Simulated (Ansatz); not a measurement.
Cartesian coordinates in Å:
```
C -2.852 -0.759 -1.347
C -1.984 -0.301 -0.659
C -0.960 0.273 0.192
O 0.313 -0.202 -0.202
C 1.339 0.267 0.545
C 2.602 -0.049 0.299
H -3.618 -1.170 -1.961
H -1.159 0.002 1.237
H -0.996 1.368 0.118
H 1.060 0.923 1.368
H 2.871 -0.702 -0.521
H 3.383 0.349 0.930
```

The species carries charge 0 and has multiplicity 1.

Problem. List the PBE/def2-TZVPP orbital energies in eV (the Gaussian-basis code of Ansatz). (Estimate.)

Solution. The calculation gave: Occupied: -511.34, -271.28, -270.38, -269.30, -269.09, -268.46, -27.07, -19.99, -18.58, -17.32, -14.58, -13.66, -12.93, -12.11, -12.06, -10.39, -9.68, -8.84, -8.34, -7.18, -6.87, -5.52. Lowest empty: -0.73, -0.67, 0.14, 0.75, 1.44, 1.46, 1.95, 2.54.
